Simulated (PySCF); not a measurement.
Computed with PBE-D3(BJ)/def2-TZVP // M06-2X/def2-TZVP (PySCF). Isolated molecules, 0 K electronic values unless said otherwise. 

Reference species (SMILES): `[SiH3]` (neutral, multiplicity 2).

The highest occupied spin orbital is -5.33 eV.

Changed species: `[SiH3][B][SiH3]` (radical fragment; the reference has radical fragment).

Task: Predict the effect on the highest occupied spin orbital.

Result: the highest occupied spin orbital goes up by 0.80 eV, to -4.53 eV.
